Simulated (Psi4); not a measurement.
# AlHCl2 (SMILES [H][Al]([Cl])[Cl]) at 4 levels

Wanted: a comparison of 4 runs (HF/def2-SVP, B3LYP/6-31G*, SVWN5/pcseg-2, CEPA(3)/DZ) of AlHCl2. 

The results are computed with Psi4 1.11.

4 further runs of the same task are left out: 1 that didn't finish, 3 set aside as unsound or not needed.

### 1 Starting point

The species is AlHCl2 (4 atoms), meant as a singlet with charge 0. As SMILES, `[H][Al]([Cl])[Cl]`. Geometry: a GFN2-xTB relaxation, a rough one for these elements and not checked as a minimum.

Bond lengths: Al1–Cl2 2.022 Å, Al1–Cl3 2.023 Å, Al1–H4 1.522 Å. Angles: Cl2–Al1–Cl3 124.1°, Cl2–Al1–H4 118.0°, Cl3–Al1–H4 117.9°.

### 2 Energy and forces at HF/def2-SVP (run 1)

alcl2h.xyz reads:

```xyz
4
AlCl2H
Al    -0.047750    -0.080660    -0.000420
Cl     1.971850    -0.182600     0.014280
Cl    -1.095680     1.649890    -0.015830
H     -0.828410    -1.386630     0.001980
```

alcl2h.py reads:

```python
import psi4

psi4.set_memory(1600000000)
psi4.set_num_threads(1)
psi4.set_output_file('psi4.out', False)

with open('alcl2h.xyz') as f:
    atoms = ''.join(f.readlines()[2:])
geom = psi4.geometry('0 1\n' + atoms + 'symmetry c1')

psi4.set_options({
    'reference': 'rhf',
    'puream': True,
    'e_convergence': 1e-09,
    'd_convergence': 1e-08,
    'scf_type': 'pk',
})

E, wfn = psi4.gradient("hf/def2-SVP", return_wfn=True)
psi4.oeprop(wfn, "LOWDIN_CHARGES", "QUADRUPOLE", "DIPOLE")
print('gradient / Eh bohr^-1')
print(E.np.round(6))
print(f'energy = {wfn.energy():.10f} Eh')
```

Command:

```
$ python alcl2h.py
```

psi4.out:

```text
[...]
  Running in c1 symmetry.
[...]
  Nuclear repulsion =  168.858064411667328
[...]
  Multiplicity = 1
[...]
  Nalpha       = 24
  Nbeta        = 24
[...]
    Number of basis functions: 59
[...]
   @RHF iter   1: -1161.25612914246017   -4.09398e-01   3.02914e-03 ADIIS/DIIS
[...]
   @RHF iter  10: -1161.27462306548159   -1.81899e-12   2.36693e-09 DIIS
[...]
    Orbital Energies [Eh]
    ---------------------
    Doubly Occupied:
       1A   -104.790700     2A   -104.790570     3A    -58.509080
       4A    -10.556445     5A    -10.556292     6A     -8.030714
       7A     -8.030561     8A     -8.028679     9A     -8.028528
      10A     -8.028468    11A     -8.028318    12A     -4.945394
      13A     -3.263583    14A     -3.263509    15A     -3.261082
      16A     -1.102005    17A     -1.088224    18A     -0.606053
      19A     -0.533545    20A     -0.517385    21A     -0.494754
      22A     -0.476052    23A     -0.468298    24A     -0.454996
[...]
  @RHF Final Energy: -1161.27462306548159
   => Energetics <=
    Nuclear Repulsion Energy =            168.8580644116673284
    One-Electron Energy =               -1944.5589017727072587
    Two-Electron Energy =                 614.4262142955582249
    Total Energy =                      -1161.2746230654815918
[...]
  -Total Gradient:
     Atom            X                  Y                   Z
    ------   -----------------  -----------------  -----------------
       1        0.011570589434     0.018623104748    -0.000061764464
       2       -0.030330322462    -0.002138776057    -0.000181496086
       3        0.012273910469    -0.027361900956     0.000235632342
       4        0.006485822537     0.010877572278     0.000007628208
[...]
 Multipole Moments:
 ------------------------------------------------------------------------------------
     Multipole            Electronic (a.u.)      Nuclear  (a.u.)        Total (a.u.)
 ------------------------------------------------------------------------------------
 L = 1.  Multiply by 2.5417464519 to convert [e a0] to [Debye]
 Dipole X            :          0.8765910           -1.0041961           -0.1276051
 Dipole Y            :          1.4629166           -1.6807464           -0.2178298
 Dipole Z            :         -0.0037363            0.0024832           -0.0012531
 Magnitude           :                                                    0.2524568
 L = 2.  Multiply by 1.3450342976 to convert [e a0^2] to [Debye ang]
 Quadrupole XX       :       -329.7019414          298.0532047          -31.6487366
 Quadrupole XY       :        150.7674375         -149.8036915            0.9637460
[...]
```

The script printed:

```text
gradient / Eh bohr^-1
[[ 1.1571e-02  1.8623e-02 -6.2000e-05]
 [-3.0330e-02 -2.1390e-03 -1.8100e-04]
 [ 1.2274e-02 -2.7362e-02  2.3600e-04]
 [ 6.4860e-03  1.0878e-02  8.0000e-06]]
energy = -1161.2746230655 Eh
```

Run time: 3.3 s. Hardware: 1 thread of AMD EPYC 7R43 (Zen 3), shared host; peak memory 0.2 GiB.

### 3 A single-point energy at B3LYP/6-31G(d) (Cartesian functions) (run 2)

input.json reads:

```json
{
 "schema_name": "qcschema_input",
 "schema_version": 1,
 "molecule": {
  "schema_name": "qcschema_molecule",
  "schema_version": 2,
  "symbols": ["Al", "Cl", "Cl", "H"],
  "geometry": [-0.09023442, -0.15242531, -0.00079368, 3.72625646, -0.34506399, 0.02698529, -2.07053512, 3.11784024, -0.02991436, -1.56546802, -2.62035094, 0.00374166],
  "molecular_charge": 0,
  "molecular_multiplicity": 1,
  "fix_symmetry": "c1",
  "fix_com": true,
  "fix_orientation": true
 },
 "driver": "energy",
 "model": {
  "method": "b3lyp",
  "basis": "6-31G*"
 },
 "keywords": {
  "puream": false,
  "e_convergence": 1e-09,
  "d_convergence": 1e-08,
  "scf_type": "pk",
  "dft_radial_points": 99,
  "dft_spherical_points": 590,
  "scf_properties": ["DIPOLE", "WIBERG_LOWDIN_INDICES", "MAYER_INDICES"]
 }
}
```

Command:

```
$ psi4 --qcschema input.json -n 1 --memory 1600MB
```

stdout:

```text
[...]
  Running in c1 symmetry.
[...]
  Nuclear repulsion =  168.858064394059824
[...]
  Multiplicity = 1
[...]
  Nalpha       = 24
  Nbeta        = 24
[...]
    Number of basis functions: 59
[...]
   @RKS iter   1: -1163.49531124940586   -1.43948e-01   5.47039e-03 ADIIS/DIIS
[...]
   @RKS iter   9: -1163.55643027237670   -5.00222e-12   5.30956e-09 DIIS
[...]
    Orbital Energies [Eh]
    ---------------------
    Doubly Occupied:
       1A   -101.546349     2A   -101.546241     3A    -56.104310
       4A     -9.466615     5A     -9.466487     6A     -7.226285
       7A     -7.226158     8A     -7.222926     9A     -7.222798
      10A     -7.221924    11A     -7.221797    12A     -4.193558
      13A     -2.749645    14A     -2.745954    15A     -2.743068
      16A     -0.839936    17A     -0.827844    18A     -0.462632
      19A     -0.398301    20A     -0.379505    21A     -0.362452
      22A     -0.345694    23A     -0.337497    24A     -0.329450
[...]
  @RKS Final Energy: -1163.55643027237670
   => Energetics <=
    Nuclear Repulsion Energy =            168.8580643940598236
    One-Electron Energy =               -1945.1166672496995034
    Two-Electron Energy =                 673.6377721090310615
    DFT Exchange-Correlation Energy =     -60.9355995257680192
    Empirical Dispersion Energy =           0.0000000000000000
    VV10 Nonlocal Energy =                  0.0000000000000000
    Total Energy =                      -1163.5564302723767014
[...]
 Multipole Moments:
 ------------------------------------------------------------------------------------
     Multipole            Electronic (a.u.)      Nuclear  (a.u.)        Total (a.u.)
 ------------------------------------------------------------------------------------
 L = 1.  Multiply by 2.5417464519 to convert [e a0] to [Debye]
 Dipole X            :        -25.5518538           25.4087473           -0.1431065
 Dipole Y            :        -42.7789673           42.5353163           -0.2436510
 Dipole Z            :          0.0554632           -0.0563704           -0.0009072
 Magnitude           :                                                    0.2825705
[...]
```

The result, in JSON:

```text
{
 "driver": "energy",
 "model": {
  "method": "b3lyp",
  "basis": "6-31G*"
 },
 "success": true,
 "return_result": -1163.5564302723767,
 "properties": {
  "calcinfo_nbasis": 59,
  "calcinfo_nmo": 59,
  "calcinfo_nalpha": 24,
  "calcinfo_nbeta": 24,
  "calcinfo_natom": 4,
  "nuclear_repulsion_energy": 168.85806439405982,
  "return_energy": -1163.5564302723767,
  "scf_one_electron_energy": -1945.1166672496995,
  "scf_two_electron_energy": 673.6377721090311,
  "scf_xc_energy": -60.93559952576802,
  "scf_dipole_moment": [-0.14310653905748438, -0.24365098743129465, -0.0009071987654632324],
  "scf_total_energy": -1163.5564302723767,
  "scf_iterations": 9
 }
}
```

It took 6.6 s on 1 thread of AMD EPYC 7R43 (Zen 3), shared host; peak memory 0.53 GiB.

### 4 A single-point energy at SVWN5/pcseg-2 (run 3)

alcl2h.py reads:

```python
import psi4

psi4.set_memory(1600000000)
psi4.set_num_threads(1)
psi4.core.set_output_file('output.dat', False)

mol = psi4.geometry("""
0 1
Al    -0.047750    -0.080660    -0.000420
Cl     1.971850    -0.182600     0.014280
Cl    -1.095680     1.649890    -0.015830
H     -0.828410    -1.386630     0.001980
symmetry c1
no_reorient
no_com
""")

options = {'basis': 'pcseg-2', 'puream': True, 'e_convergence': 1e-09, 'd_convergence': 1e-08, 'scf_type': 'pk', 'dft_radial_points': 99, 'dft_spherical_points': 590}
psi4.set_options(options)

e_tot, wfn = psi4.energy('scf', dft_functional={"name": "SVWN5", "x_functionals": {"LDA_X": {}}, "c_functionals": {"LDA_C_VWN": {}}}, molecule=mol, return_wfn=True)
psi4.oeprop(wfn, 'WIBERG_LOWDIN_INDICES', 'MULLIKEN_CHARGES', 'MAYER_INDICES', title='SCF')
print(f'scf energy: {e_tot:.10f} Eh')
```

Command:

```
$ python alcl2h.py
```

output.dat:

```text
[...]
  Running in c1 symmetry.
[...]
  Nuclear repulsion =  168.858064411667357
[...]
  Multiplicity = 1
[...]
  Nalpha       = 24
  Nbeta        = 24
[...]
    Number of basis functions: 116
[...]
   @RKS iter   1: -1159.47797574501988   -5.24917e-02   4.34554e-03 DIIS/ADIIS
[...]
   @RKS iter  10: -1159.60516555179220   -2.77396e-11   8.74474e-09 DIIS
[...]
    Orbital Energies [Eh]
    ---------------------
    Doubly Occupied:
       1A   -100.292341     2A   -100.292241     3A    -55.132148
       4A     -9.144166     5A     -9.144048     6A     -6.997812
       7A     -6.997698     8A     -6.994940     9A     -6.994822
      10A     -6.993760    11A     -6.993643    12A     -3.945987
      13A     -2.579179    14A     -2.573763    15A     -2.571198
      16A     -0.767508    17A     -0.756036    18A     -0.422998
      19A     -0.362891    20A     -0.342658    21A     -0.330513
      22A     -0.314427    23A     -0.305999    24A     -0.294134
[...]
  @RKS Final Energy: -1159.60516555179220
   => Energetics <=
    Nuclear Repulsion Energy =            168.8580644116673568
    One-Electron Energy =               -1945.2915281263112774
    Two-Electron Energy =                 688.3864898519930193
    DFT Exchange-Correlation Energy =     -71.5581916891412391
    Empirical Dispersion Energy =           0.0000000000000000
    VV10 Nonlocal Energy =                  0.0000000000000000
    Total Energy =                      -1159.6051655517921972
[...]
 Multipole Moments:
 ------------------------------------------------------------------------------------
     Multipole            Electronic (a.u.)      Nuclear  (a.u.)        Total (a.u.)
 ------------------------------------------------------------------------------------
 L = 1.  Multiply by 2.5417464519 to convert [e a0] to [Debye]
 Dipole X            :        -25.5448589           25.4087473           -0.1361117
 Dipole Y            :        -42.7670575           42.5353162           -0.2317413
 Dipole Z            :          0.0555470           -0.0563705           -0.0008235
 Magnitude           :                                                    0.2687584
[...]
  Mulliken Charges: (a.u.)
   Center  Symbol    Alpha    Beta     Spin     Total
       1    AL     6.14510  6.14510  0.00000  0.70980
       2    CL     8.63965  8.63965  0.00000 -0.27930
       3    CL     8.63988  8.63988  0.00000 -0.27975
       4     H     0.57537  0.57537  0.00000 -0.15075
   Total alpha = 24.00000, Total beta = 24.00000, Total charge = -0.00000
  Mayer Bond Indices:
[...]
```

Standard output:

```text
scf energy: -1159.6051655518 Eh
```

Run time: 11 s. Hardware: 1 thread of AMD EPYC 7R43 (Zen 3), shared host; peak memory 0.65 GiB.

### 5 The energy at CEPA(3)/DZ (ZORA, Cartesian functions) (run 4)

run.py reads:

```python
import psi4

psi4.set_memory('1600 MB')
psi4.set_num_threads(1)
psi4.core.set_output_file('output.dat', False)

geom = psi4.geometry("""
0 1
Al    -0.047750    -0.080660    -0.000420
Cl     1.971850    -0.182600     0.014280
Cl    -1.095680     1.649890    -0.015830
H     -0.828410    -1.386630     0.001980
no_reorient
no_com
""")

psi4.set_options({
    'basis': 'DZ',
    'scf_type': 'pk',
    'freeze_core': True,
    'relativistic': 'zora',
})

result = psi4.energy("cepa(3)")
print(f'cepa(3) energy: {result:.10f} Eh')
```

Command:

```
$ python run.py
```

output.dat:

```text
[...]
  Running in c1 symmetry.
[...]
  Nuclear repulsion =  168.858064411667357
[...]
  Multiplicity = 1
[...]
  Nalpha       = 24
  Nbeta        = 24
[...]
    Number of basis functions: 56
[...]
   @RHF iter   1: -1166.44654627368641   -4.13409e-01   5.20203e-03 DIIS/ADIIS
[...]
   @RHF iter   9: -1166.47917100285167   -1.54614e-11   9.11334e-09 DIIS
[...]
    Orbital Energies [Eh]
    ---------------------
    Doubly Occupied:
       1A   -105.612226     2A   -105.612100     3A    -58.815643
       4A    -10.650329     5A    -10.650182     6A     -8.048884
       7A     -8.048735     8A     -8.045698     9A     -8.045554
      10A     -8.045463    11A     -8.045319    12A     -5.020911
      13A     -3.315468    14A     -3.312327    15A     -3.310930
      16A     -1.134674    17A     -1.117832    18A     -0.624119
      19A     -0.534491    20A     -0.534006    21A     -0.505455
      22A     -0.482514    23A     -0.476590    24A     -0.462641
[...]
  @RHF Final Energy: -1166.47917100285167
   => Energetics <=
    Nuclear Repulsion Energy =            168.8580644116673568
    One-Electron Energy =               -1949.7702901304203351
    Two-Electron Energy =                 614.4330547159013349
    Total Energy =                      -1166.4791710028516718
[...]
 Multipole Moments:
 ------------------------------------------------------------------------------------
     Multipole            Electronic (a.u.)      Nuclear  (a.u.)        Total (a.u.)
 ------------------------------------------------------------------------------------
 L = 1.  Multiply by 2.5417464519 to convert [e a0] to [Debye]
 Dipole X            :        -25.7334022           25.4087473           -0.3246550
 Dipole Y            :        -43.0826747           42.5353162           -0.5473584
 Dipole Z            :          0.0552433           -0.0563705           -0.0011273
 Magnitude           :                                                    0.6363988
[...]
      * SCS-MP2 total energy:                -1166.605752226139
[...]
      * MP2 total energy:                    -1166.605058249522
[...]
```

On the terminal:

```text
cepa(3) energy: -1166.6220980688 Eh
```

Wall time 7.5 s (1 thread of AMD EPYC 7R43 (Zen 3), shared host); peak memory 0.32 GiB.

### 6 The series

```tsv
run	level	task	Cartesian functions	energy (Eh)	dipole moment (D)	HOMO energy (eV)	LUMO energy (eV)	wall time
1	HF/def2-SVP	gradient	no	-1161.274623	0.64	-12.38	1.79	3.3 s
2	B3LYP/6-31G* (Cartesian functions)	energy	yes	-1163.556430	0.72	-8.96	-1.45	6.6 s
3	SVWN5/pcseg-2	energy	no	-1159.605166	0.68	-8.00	-2.36	11 s
4	CEPA(3)/DZ (ZORA, Cartesian functions)	energy	yes	-1166.622098	–	-12.59	1.14	7.5 s
```

### 7 What came out

| quantity | value |
| --- | --- |
| run 4: total energy | -1166.62210 Eh |
| run 4: HOMO energy (Hartree–Fock orbitals) | -12.59 eV |
| run 4: LUMO energy (Hartree–Fock orbitals) | 1.14 eV |
| run 4: HOMO–LUMO gap (Hartree–Fock orbitals) | 13.73 eV |
| run 4: correlation energy (15 core orbitals frozen) | -142.9 mEh |

In words: Over runs 1, 2, 3 the dipole moment (its size) runs from 0.64 D (HF/def2-SVP) to 0.72 D (B3LYP/6-31G*). The two ends differ in method and basis. Over runs 1, 2, 3 the HOMO–LUMO gap runs from 5.65 eV (SVWN5/pcseg-2) to 14.17 eV (HF/def2-SVP). Totals of different functionals can't be ranked against each other. Some runs of one species differ in core potentials or relativity; totals across that change don't compare. All runs together took 29 s, the longest 11 s.
